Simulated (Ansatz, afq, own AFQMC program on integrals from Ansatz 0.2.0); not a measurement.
**N$_{2}$⁺, quartet: AFQMC among the cluster methods**

```yaml
atoms:
  - { symbol: N, position_ang: [0.0000, 0.0000, 0.0000] }
  - { symbol: N, position_ang: [0.0000, 0.0000, 1.2663] }
```

Basis 6-31G. Only valence electrons are correlated. Ansatz 0.2.0 and our own AFQMC program on the same integrals; the CISD trial comes from CCSD amplitudes, and released means the phaseless constraint is let go. Error bars are statistical, one sigma.

Determinant: ROHF, the one that the program's search chose, which needn't be the lowest solution. The geometry is a PBE0/def2-TZVP stationary point of this or a neighbouring charge and spin state.

Full CI on the same integrals is exact in this basis and with this determinant's frozen core.

Cautions: lower spins were not checked; a spin-contaminated unrestricted determinant lies lower (UHF 779 meV lower, ⟨S²⟩ 4.25); the search met a lower determinant of the same kind, perhaps of another symmetry (484 meV lower), and this one is a saddle point; strong correlation (T1 0.023, weight of the determinant 0.75, largest double 0.40); (T) is large, 8 % of the CCSD correlation; (Q) is large, 135 meV, so the cluster series hasn't closed; CCSD(T) is in doubt: in a space of 9 electrons in 9 natural orbitals full CI lies 203 meV below it; the CCSDT(Q) amplitudes may be one of several solutions (largest double 0.93); the CCSDTQ amplitudes may be one of several solutions (largest double 0.98); the released energies are still falling, so no released level is given (meV from the phaseless value at times in 1/Eh: -38 ± 10 at 0.24, -44 ± 9 at 0.51, -85 ± 8 at 0.99, -101 ± 7 at 1.62, -106 ± 8 at 2.40); the ph-AFQMC/CISD walk drifts between its halves (2.7 errors).

- T1 diagnostic: 0.0227
- weight of the determinant in the CISD state: 0.752
- size of the correlated space: 9 electrons in 16 orbitals

```tsv
level	correlation energy (eV)
MP2	-5.0140
CCSD	-5.6824
CCSD(T)	-6.1127
```

(1) Estimate where full CI lies against CCSD(T) on the same integrals.

(1) 7.76 kcal/mol below CCSD(T).

Reference: full CI, correlation energy -6.449 eV.

| level | E − E(reference) (kcal/mol) | share of correlation (%) |
| --- | --- | --- |
| CCSD(T) | 7.76 | 94.78 |
| CCSDT | 1.83 | 98.77 |
| CCSDT(Q) | -1.28 | 100.86 |
| CCSDTQ | 0.11 | 99.93 |
| ph-AFQMC/CISD | 6.75 ± 0.12 | 95.46 |

CCSDT and higher add their correlation energy to the determinant of the CCSD(T) run, since their own runs factorise the integrals more tightly (a shift of under 2 meV).
